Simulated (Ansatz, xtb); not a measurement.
**Two structures of FHSi2**

We compare I, a triplet given by its coordinates, with II, a singlet given by its coordinates. Both are isolated molecules in the gas phase, relaxed with PBE0-D4/def2-TZVP.

I (Å):

```yaml
atoms:
  - { symbol: F, position_ang: [0.0081, 0.3295, 0.1623] }
  - { symbol: Si, position_ang: [0.2671, 1.6760, -0.6625] }
  - { symbol: Si, position_ang: [-0.7266, 3.6707, -0.3478] }
  - { symbol: H, position_ang: [1.3037, 1.2554, -1.6518] }
```

Close contacts (Å): F1–Si2 1.60, Si2–Si3 2.25, Si2–H4 1.49.

II (Å):

```xyz
4

F    -0.4243    0.0606    1.3512
Si    2.9221    0.4573   -0.0594
Si    1.1237    0.1380    0.9839
H     1.3581    0.7240   -0.5927
```

Close contacts (Å): F1–Si3 1.59, Si2–Si3 2.10, Si2–H4 1.67, Si3–H4 1.70.

Task: Estimate E(II) − E(I) at the level CCSD(T)/def2-TZVPP.

Result: Calculated at CCSD(T)/def2-TZVPP: E(II) − E(I) = −14.8 kJ/mol, so structure II lies lower.

The same difference at several levels:

```json
{"level": "PBE0-D4/def2-TZVP", "geometry": "PBE0-D4/def2-TZVP", "E(II) − E(I) (kJ/mol)": "0.0", "departure from the last row (kJ/mol)": "+14.8", "job, with rough time for the two": "optimisation, 29 s"}
{"level": "HF/def2-TZVPP", "geometry": "PBE0-D4/def2-TZVP", "E(II) − E(I) (kJ/mol)": "+103.3", "departure from the last row (kJ/mol)": "+118.0", "job, with rough time for the two": "part of the CCSD(T) run"}
{"level": "MP2/def2-TZVPP", "geometry": "PBE0-D4/def2-TZVP", "E(II) − E(I) (kJ/mol)": "−21.9", "departure from the last row (kJ/mol)": "−7.1", "job, with rough time for the two": "part of the CCSD(T) run"}
{"level": "CCSD(T)/def2-TZVPP", "geometry": "PBE0-D4/def2-TZVP", "E(II) − E(I) (kJ/mol)": "−14.8", "departure from the last row (kJ/mol)": "", "job, with rough time for the two": "single point, 24 s"}
```

HF/def2-TZVPP puts the two in the other order. PBE0-D4/def2-TZVP finds them nearly level. The largest departure from CCSD(T)/def2-TZVPP is that of HF/def2-TZVPP, 118.0 kJ/mol. Levels run at GFN2-xTB geometries aren't shown.

With harmonic frequencies from PBE0-D4/def2-TZVP (ideal gas, rigid rotor, one conformer each, 400 K, 1 atm): on the last row, ΔE + ΔZPE = −16.9, ΔH = −16.5, ΔG = −12.2 kJ/mol.

Open shells are spin-unrestricted. The correlated steps freeze 11 core orbitals. ΔG holds the spin degeneracy. Run with Ansatz 0.2.0; the last row on 2 threads of Arm Neoverse V2 on a shared host.
